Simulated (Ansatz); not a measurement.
Relaxation of H4S2Si (7 atoms, charge 0, multiplicity 1), to a largest force component of 0.03 eV/Å in at most 50 steps.

Level of theory: RKS PBE-D4/def2-TZVP in Ansatz 0.2.0.

```xyz
7
Properties=species:S:1:pos:R:3
Si -0.251 -0.333 0.598
S 1.333 -0.691 -0.820
S -1.474 1.168 -0.331
H -0.775 0.826 -1.447
H -0.926 -1.657 0.744
H 0.237 0.136 1.929
H 1.856 0.551 -0.672
```

Task: Where does it end, and by what steps?

Result: The forces met the threshold. After 6 steps the energy has fallen by 0.136 eV; H4 moved furthest, 0.70 Å.

```tsv
step	energy less start (eV)	largest force component (eV/Å)	accepted
0	0.0000	0.281	yes
1	-0.0652	0.350	yes
2	-0.0880	0.363	yes
3	-0.1050	0.602	yes
4	-0.1206	0.450	yes
5	-0.1356	0.030	yes
6	-0.1361	0.018	yes
```

```xyz
7
Properties=species:S:1:pos:R:3
Si -0.159 -0.304 0.517
S 1.586 -0.793 -0.633
S -1.301 1.333 -0.273
H -1.469 0.749 -1.485
H -0.918 -1.588 0.543
H 0.163 0.144 1.903
H 2.097 0.460 -0.572
```

Time of the run: 12 s on 4 threads of Arm Neoverse N1, on a shared host, peak memory 0.17 GiB.
